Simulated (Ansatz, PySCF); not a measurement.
Species: sodium chloride, NaCl, charge 0, multiplicity 1. 
Coordinates optimised at B3LYP-D3(BJ)/def2-TZVP (Ansatz, a quantum-chemistry and plane-wave program):
```
Na
Cl 1 2.3632
```

Total electronic energies in hartree. Correlated levels leave the core frozen unless marked. No spin-orbit coupling. No relativistic terms. Basis-set limits of correlation are two-point, X^-3; Hartree-Fock from the larger set. [CCSD(T)-MP2]/basis is that difference in the basis named.

```json
[
 {"level": "BLYP-D4/def2-TZVPD", "program": "Ansatz + dftd4", "energy (Eh)": "-622.57693"},
 {"level": "BLYP/def2-TZVPD", "program": "Ansatz", "energy (Eh)": "-622.57560"},
 {"level": "PW6B95-D4/def2-TZVPD", "program": "PySCF + dftd4", "energy (Eh)": "-623.10214"},
 {"level": "LC-wPBE-D3(BJ)/def2-TZVPD", "program": "Ansatz + dftd3", "energy (Eh)": "-622.38638"},
 {"level": "LC-wPBE-D4/def2-TZVPD", "program": "Ansatz + dftd4", "energy (Eh)": "-622.38622"},
 {"level": "B2PLYP-D4/def2-TZVPD", "program": "Ansatz + dftd4", "energy (Eh)": "-622.33030"},
 {"level": "CCSD(T)/def2-SVP", "program": "Ansatz", "energy (Eh)": "-621.37418"},
 {"level": "RI-MP2/CBS(def2-TZVPPD,def2-QZVPPD)+[CCSD(T)-MP2]/def2-SVPD", "program": "Ansatz", "energy (Eh)": "-621.7143"},
 {"level": "CCSD(T)/CBS(def2-TZVPPD,def2-QZVPPD)", "program": "Ansatz", "energy (Eh)": "-621.7253"}
]
```

Totals of different functionals don't rank their quality; only differences between species are comparable.
